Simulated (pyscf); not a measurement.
Thermochemistry of product channels of H₂N–B(NH₂)–Cl + borane (BH₃) on the singlet surface, in eV, from CCSD(T)/def2-TZVPP + ΔMP2(QZVPP) energies (ideal gas, 1 atm, RRHO with modes under 100 cm⁻¹ raised to 100, one conformer, R ln 2 for chiral ones without a mode under 150 cm⁻¹). Optimised with ωB97X-D3(BJ)/def2-SVP in PySCF. Correlated levels are frozen-core, on RHF or UHF. ΔMP2 is the change of the MP2 total energy from the triple- to the quadruple-zeta basis.

```
products                                     ΔE  ΔH(298 K)  ΔG(900 K)  ΔG(1200 K)
----------------------------------------  -----  ---------  ---------  ----------
H₂N–BH–NH₂ + H₂B–Cl                       -0.19      -0.14      -0.23       -0.25
H₂B–B(NH₂)–NH₂ + hydrogen chloride (HCl)  +1.14      +1.14      +1.06       +1.02
```

These are energies of the channels, which say nothing of barriers. The CCSD(T) − MP2 part came from Ansatz, without density fitting, on the same reference.
